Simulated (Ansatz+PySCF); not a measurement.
Values are calculated unless marked as measured or tabulated.
Input for PySCF 2.14.0:

```python
from pyscf import gto, scf, cc

mol = gto.M(atom="""
Al 0.000000 0.000000 0.000000
P 0.000000 0.000000 3.660000
""", basis='sto-3g', charge=0, spin=2)
mf = scf.UHF(mol)
mf.kernel()
mycc = cc.CCSD(mf, frozen=10).run()
et = mycc.ccsd_t()
print(mf.e_tot, mycc.e_corr, et, mycc.e_tot + et)
```

The script is written out from the run's settings.

Results

```json
{"Converged": "yes", "Reference energy": "-575.64169 hartree", "CCSD correlation energy": "-0.11898 hartree", "Triples correction": "-0.00029 hartree", "Total energy": "-575.76096 hartree", "Spin squared of the determinant": "2.024"}
```

This is not the lowest solution: another run reaches a determinant 2.46 eV lower. Caution: bonds are stretched, where a single reference can fail.
